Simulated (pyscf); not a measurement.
Single points on ωB97X-D3(BJ)/def2-SVP structures (PySCF, gas phase).

Q: PBE/def2-TZVP puts the barrier of `[O]=[MoH](=[O])[Cl]` + `[OH2]` → `[O]=[Mo](=[O])([OH])[Cl]` + `[H][H]` (four-centre exchange; singlet surface; H–Mo, H–O broken, Mo–O, H–H formed) at 8.2 kcal/mol and the reaction energy at -23.0 kcal/mol, from the separated reactants. What do r²SCAN/def2-TZVP, PBE0-D3(BJ)/def2-TZVP, ωB97M-D3(BJ)/def2-TZVP give on the same structures?

A: r²SCAN: ΔE‡ = 7.6 kcal/mol, ΔE = -25.2 kcal/mol; PBE0-D3(BJ): ΔE‡ = 10.7 kcal/mol, ΔE = -21.1 kcal/mol; ωB97M-D3(BJ): ΔE‡ = 14.9 kcal/mol, ΔE = -19.7 kcal/mol. PBE's barrier lies among them. Its reaction energy lies among theirs. On the reactant side the descent ends in an adduct with a Mo–O contact, 10.0 kcal/mol under the separated species and 22.3 kcal/mol under the saddle at ωB97X-D3(BJ)/def2-TZVP. What is counted as formed (Mo–O) is already present as a longer contact in the reactant adduct; forming that adduct is a step of its own. At the saddle there is also a short H–Mo contact that neither side keeps. At ωB97X-D3(BJ)/def2-TZVP the barrier from the zero used here is 12.3 kcal/mol. This is the saddle that the search found; another between the same sides may lie lower. Elements past Kr carry the def2 core potentials, without spin-orbit coupling.
